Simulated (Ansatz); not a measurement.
# H3S+ (triplet): wave-function methods side by side at distance S1–H2 = 1.690 Å, 6-31G

How much of the correlation energy of H3S+ (triplet) does each wave-function method recover here?

Method: 6-31G, core rule «outside noble gas», up to 5 orbitals frozen; program: Ansatz 0.2.0, Gaussian basis.

To be run: UHF; CCSD(T) on ROHF; CCSD(T) on UHF; BCCD(T) on ROHF; CISD; CCSDT(Q) on ROHF; CCSDT(Q) on UHF; CISDTQ; CCSDTQ on ROHF; CCSDTQ on UHF; CASSCF and MRCISD+Q, 4 electrons in 4 orbitals; CASSCF and NEVPT2, 4 electrons in 4 orbitals; CASSCF and MRCISD+Q, 8 electrons in 7 orbitals; CASSCF and NEVPT4(SD), 8 electrons in 7 orbitals; CASSCF and NEVPT2, 8 electrons in 7 orbitals; Full CI.

22 further runs of the same task are left out: 1 for a mislabelled method, 16 that didn't finish, 5 set aside as unsound or not needed.

**1. The geometry**

The geometry derives from a PBE0/def2-TZVP stationary point (not a proven minimum). One bond is set to the value named and the two fragments are kept rigid.

4 atoms, charge 1, spin multiplicity 3.

Atoms are counted from 1 here; the program's logs count them from 0.

Bond lengths: S1–H3 1.520 Å, S1–H4 1.520 Å. Angles: H3–S1–H4 179.9°.

As a file:

| atom | x (Å) | y (Å) | z (Å) |
| --- | --- | --- | --- |
| S1 | 0.0000 | -0.0487 | 0.0000 |
| H2 | 0.0000 | 1.6413 | 0.0000 |
| H3 | 0.0000 | -0.0467 | 1.5201 |
| H4 | 0.0000 | -0.0467 | -1.5201 |

**2. UHF**

The input, in.yaml:

```yaml
crystal:
  periodic: [false, false, false]
  atoms:
    - {symbol: S, position_ang: [0.000000, -0.048656, 0.000000]}
    - {symbol: H, position_ang: [0.000000, 1.641344, 0.000000]}
    - {symbol: H, position_ang: [0.000000, -0.046745, 1.520127]}
    - {symbol: H, position_ang: [0.000000, -0.046745, -1.520127]}
basis:
  gaussian: {orbitals: 6-31G}
total_charge: 1
magnetization: {spin_polarized: true, initial_magnetization: 2}
hamiltonian: {xc: hf}
output: {orbitals: {seedname: orbitals}}
```

Launch:

```sh
> ansatz run in.yaml --threads 1 --pin off --events-out ev --progress --plain --max-ram 2393MiB
```

After this run come: CCSD(T) on ROHF; CCSD(T) on UHF; BCCD(T) on ROHF; CISD; CCSDT(Q) on ROHF; CCSDT(Q) on UHF; CISDTQ; CCSDTQ on ROHF; CCSDTQ on UHF; CASSCF and MRCISD+Q, 4 electrons in 4 orbitals; CASSCF and NEVPT2, 4 electrons in 4 orbitals; CASSCF and MRCISD+Q, 8 electrons in 7 orbitals; CASSCF and NEVPT4(SD), 8 electrons in 7 orbitals; CASSCF and NEVPT2, 8 electrons in 7 orbitals; Full CI.

**Question.** What will the summary of the whole plan be? Wanted: FCI below the RHF energy; RMP2 from FCI; UMP2 from FCI; RCCSD from FCI; RCCSD(T) from FCI; UCCSD(T) from FCI; RCCSDT(Q) from FCI; UCCSDT(Q) from FCI; NEVPT2 pair from FCI.

As calculated:

| quantity | value |
| --- | --- |
| FCI below the RHF energy | -2.5703 eV |
| RMP2 from FCI | +723.3 meV |
| UMP2 from FCI | +758.9 meV |
| RCCSD from FCI | +39.8 meV |
| RCCSD(T) from FCI | +11.9 meV |
| UCCSD(T) from FCI | +10.5 meV |
| RCCSDT(Q) from FCI | +0.4 meV |
| UCCSDT(Q) from FCI | +0.3 meV |
| NEVPT2 pair from FCI | +380.8 meV |
| MRCISD+Q pair from FCI | -27.7 meV |
| NEVPT2 valence from FCI | +149.5 meV |
| levels within 1 kcal/mol (43 meV) | RCCSD, UCCSD, RCCSD(T), UCCSD(T), BCCD(T), RCCSDT, UCCSDT, CISDTQ, RCCSDT(Q), UCCSDT(Q), RCCSDTQ, UCCSDTQ, MRCISD+Q pair, NEVPT4(SD) valence, MRCISD valence, MRCISD+Q valence |
| T1 diagnostic | 0.028 |
| effectively unpaired electrons | 2.06 |

RCCSD(T) misses by +11.9 meV, 0.5 % of the correlation energy. MRCISD+Q pair falls below full CI: the +Q correction isn't variational, and the cores differ from full CI's. One determinant dominates. Of the multireference levels listed MRCISD+Q valence comes nearest in total energy (+5.2 meV), which doesn't show that its space is the better one. These misses are within one basis, not against nature; the frozen cores of restricted and unrestricted runs differ, which can shift their rows.
